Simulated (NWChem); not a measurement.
Molecule: tetrafluoromethane (CF₄); SMILES FC(F)(F)F

Computed with NWChem. All runs use the structure optimised with PBE0/def2-SVP.

For level PBE0/def2-TZVPD:

| Quantity | Value |
|---|---|
| highest occupied level (eV) | -12.66 |
| orbital gap (eV) | 13.10 |

**Question.** What are these values for level Hartree-Fock/def2-TZVPD?

**Answer.** 
| Property | Value |
|---|---|
| highest occupied level (eV) | -18.64 |
| orbital gap (eV) | 20.41 |
